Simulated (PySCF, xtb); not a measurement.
isobutene (C4H8), SMILES C(=C)(C)C.

Harmonic wavenumbers (cm⁻¹) from GFN2-xTB (xtb) at its own minimum, in rising order: 107, 155, 378, 428, 430, 691, 868, 892, 955, 988, 1000, 1072, 1082, 1281, 1401, 1402, 1427, 1476, 1481, 1487, 1492, 1739, 2998, 3001, 3010, 3017, 3048, 3049, 3102, 3124.

Problem. What does B3LYP-D3(BJ)/def2-SVP (PySCF) give at its own minimum? (Estimate from the structure and the level; the computed values follow.)

Solution. 170, 213, 384, 439, 442, 700, 826, 917, 955, 979, 1008, 1072, 1093, 1292, 1392, 1399, 1420, 1443, 1453, 1461, 1473, 1732, 3009, 3015, 3070, 3073, 3124, 3125, 3132, 3225. Paired by order, the mean absolute difference is 27 cm⁻¹ and the zero-point energies are 66.6 and 67.2 kcal/mol.
